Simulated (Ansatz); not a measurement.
**CH4FSi+ (SMILES C[SiH+]F): one structure at several levels**

One table from this session's results is given with a row withheld; the runs are named, their logs left out.

Program: Ansatz 0.2.0, Gaussian basis. Level of theory: single points in def2-TZVPP. These are calculated values, not measurements.

Cores are frozen in the correlated methods. B3LYP uses VWN-RPA correlation.

**The starting structure**

7 atoms, charge 1, spin multiplicity 1.

Atoms are counted from 1 here; the program's logs count them from 0.

Bond lengths: C1–Si2 1.851 Å, C1–H4 0.843 Å, C1–H5 1.192 Å, C1–H6 0.940 Å, Si2–F3 1.629 Å, Si2–H7 1.487 Å. Angles: Si2–C1–H4 106.3°, Si2–C1–H5 108.6°, Si2–C1–H6 118.9°, H4–C1–H5 114.6°, H4–C1–H6 117.5°, H5–C1–H6 90.2°, C1–Si2–F3 111.0°, C1–Si2–H7 145.7°, F3–Si2–H7 103.2°.

Geometry (Å):

```xyz
7
charge 1, multiplicity 1
C    -0.73050    0.33060   -0.15030
Si    0.89010   -0.37440    0.39930
F     0.75670   -1.96680    0.71600
H    -1.26040   -0.32070   -0.22050
H    -0.55690    0.94000   -1.16000
H    -1.05290    1.10860    0.26810
H     2.33650   -0.10600    0.61660
```

The first run:

run/in.yaml

```yaml
crystal:
  periodic: [false, false, false]
  atoms:
    - {symbol: C, position_ang: [-0.730500, 0.330600, -0.150300]}
    - {symbol: Si, position_ang: [0.890100, -0.374400, 0.399300]}
    - {symbol: F, position_ang: [0.756700, -1.966800, 0.716000]}
    - {symbol: H, position_ang: [-1.260400, -0.320700, -0.220500]}
    - {symbol: H, position_ang: [-0.556900, 0.940000, -1.160000]}
    - {symbol: H, position_ang: [-1.052900, 1.108600, 0.268100]}
    - {symbol: H, position_ang: [2.336500, -0.106000, 0.616600]}
basis:
  gaussian: {orbitals: def2-TZVPP}
total_charge: 1
correlation: {method: ccsd_t}
output: {forces: true}
```

No record of the launch command was kept for these runs.

Steps of the session up to this table: CCSD(T)/def2-TZVPP; PBE0-D4/def2-TZVPP; wB97M-V/def2-TZVPP; r2SCAN-D4/def2-TZVPP; PBE-D4/def2-TZVPP; B3LYP-D4/def2-TZVPP; revPBE-D4/def2-TZVPP.

One table of the session follows, with a row left open; its other results are not shown here.

| method | RMS force component (eV/Å) | angle to CCSD(T) forces (°) |
| --- | --- | --- |
| CCSD(T) | 5.935 | reference |
| PBE0-D4 | 5.944 | 0.9 |
| wB97M-V | 5.876 | 0.7 |
| r2SCAN-D4 | 5.899 | 1.0 |
| PBE-D4 | 5.904 | 2.6 |
| B3LYP-D4 | ? | ? |
| revPBE-D4 | 5.900 | 2.9 |

**Question.** Estimate the row for B3LYP-D4.

As computed: RMS force component (eV/Å): 5.836; angle to CCSD(T) forces (°): 0.7. In the column «RMS force component (eV/Å)» it is the lowest.
